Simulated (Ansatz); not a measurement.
# Polycrystal shear modulus of trigonal Se at several levels of theory

No measured value is used here.

```
level (code)     value (GPa)  cell (Å³/atom)
---------------  -----------  --------------
PBE (Ansatz)            6.20           29.85
PBEsol (Ansatz)         19.2           24.11
r²SCAN (Ansatz)         7.54           29.26
HSE06 (Ansatz)          4.56           33.34
```

PBE, PBEsol, r²SCAN, HSE06: the cell comes from a level without a dispersion term, which matters for the spacing of layers, chains or molecules. Each level is taken at its own relaxed cell. Cutoffs and k meshes differ between the levels. Ansatz's density-functional and Hartree–Fock values are scalar-relativistic unless marked +SOC, with PAW data made under PBE.

Ansatz is a quantum-chemistry and plane-wave program.
